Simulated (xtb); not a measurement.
xtb input (GFN1-xTB):

```bash
xtb mol.xyz --gfn 1 --sp --chrg 0 --uhf 0
```
mol.xyz:
```
9

C      0.00157892     1.37890846    -0.51669082
S      0.00022170     0.00210942     0.66008152
C     -0.00192304    -1.38218263    -0.50786606
H      0.00294044     2.29930409     0.06551542
H      0.89298680     1.35708081    -1.14457101
H     -0.89029797     1.35934449    -1.14397930
H     -0.00289150    -2.29883840     0.08021161
H     -0.89375252    -1.36436649    -1.13527401
H      0.88953225    -1.36663016    -1.13586572
```

End of the output:

```
         :::::::::::::::::::::::::::::::::::::::::::::::::::::
         ::                     SUMMARY                     ::
         :::::::::::::::::::::::::::::::::::::::::::::::::::::
         :: total energy             -11.150828385533 Eh    ::
         :: gradient norm              0.003482782260 Eh/a0 ::
         :: HOMO-LUMO gap              5.398202877532 eV    ::
         ::.................................................::
         :: SCC energy               -11.263003222410 Eh    ::
         :: -> electrostatic           0.003164114664 Eh    ::
         :: repulsion energy           0.114523666438 Eh    ::
         :: dispersion energy         -0.002348829561 Eh    ::
         :: halogen bond corr.         0.000000000000 Eh    ::
         :: add. restraining           0.000000000000 Eh    ::
         :: total charge              -0.000000000000 e     ::
         :::::::::::::::::::::::::::::::::::::::::::::::::::::

           -------------------------------------------------
          |                Property Printout                |
           -------------------------------------------------

    * Orbital Energies and Occupations

         #    Occupation            Energy/Eh            Energy/eV
      -------------------------------------------------------------
         1        2.0000           -0.8543146             -23.2471
         2        2.0000           -0.6326223             -17.2145
         3        2.0000           -0.6266746             -17.0527
         4        2.0000           -0.5385332             -14.6542
         5        2.0000           -0.5353884             -14.5687
         6        2.0000           -0.5289210             -14.3927
         7        2.0000           -0.5174331             -14.0801
         8        2.0000           -0.4859017             -13.2221
         9        2.0000           -0.4674353             -12.7196
        10        2.0000           -0.3861467             -10.5076 (HOMO)
        11                         -0.1877664              -5.1094 (LUMO)
        12                         -0.1577960              -4.2938
        13                         -0.1050479              -2.8585
        14                         -0.1019884              -2.7752
        15                         -0.0781798              -2.1274
        16                         -0.0709177              -1.9298
        17                         -0.0551573              -1.5009
        18                         -0.0519857              -1.4146
Note: The following floating-point exceptions are signalling: IEEE_DENORMAL
normal termination of xtb
        19                         -0.0173644              -0.4725
        20                         -0.0151203              -0.4114
        21                         -0.0134557              -0.3661
       ...                                ...                  ...
        29                          0.4483868              12.2012
      -------------------------------------------------------------
                  HL-Gap            0.1983803 Eh            5.3982 eV
             Fermi-level           -0.2869566 Eh           -7.8085 eV

  Mulliken/CM5 charges         n(s)   n(p)   n(d)
     1C    -0.02289 -0.15593   1.009  3.013  0.000
     2S    -0.12873 -0.17918   1.929  4.201 -0.001
     3C    -0.02289 -0.15593   1.009  3.013  0.000
     4H     0.03566  0.08869   0.964  0.000  0.000
     5H     0.02579  0.07842   0.974  0.000  0.000
     6H     0.02579  0.07842   0.974  0.000  0.000
     7H     0.03566  0.08868   0.964  0.000  0.000
     8H     0.02579  0.07842   0.974  0.000  0.000
     9H     0.02579  0.07842   0.974  0.000  0.000

Wiberg/Mayer (AO) data.
largest (>0.10) Wiberg bond orders for each atom

 ---------------------------------------------------------------------------
     #   Z sym  total        # sym  WBO       # sym  WBO       # sym  WBO
 ---------------------------------------------------------------------------
     1   6 C    3.989 --     2 S    0.994     6 H    0.992     5 H    0.992
                             4 H    0.988
     2  16 S    2.042 --     1 C    0.994     3 C    0.994
     3   6 C    3.989 --     2 S    0.994     8 H    0.992     9 H    0.992
                             7 H    0.988
     4   1 H    1.009 --     1 C    0.988
     5   1 H    1.011 --     1 C    0.992
     6   1 H    1.011 --     1 C    0.992
     7   1 H    1.009 --     3 C    0.988
     8   1 H    1.011 --     3 C    0.992
     9   1 H    1.011 --     3 C    0.992
 ---------------------------------------------------------------------------

Topologies differ in total number of bonds
Writing topology from bond orders to xtbtopo.mol

 dipole moment from electron density (au)
     X       Y       Z
  -0.0002  -0.0017  -0.5250  total (Debye):    1.334

           -------------------------------------------------
          | TOTAL ENERGY              -11.150828385533 Eh   |
          | GRADIENT NORM               0.003482782260 Eh/α |
          | HOMO-LUMO GAP               5.398202877532 eV   |
           -------------------------------------------------

------------------------------------------------------------------------
------------------------------------------------------------------------
 total:
 SCF:
```
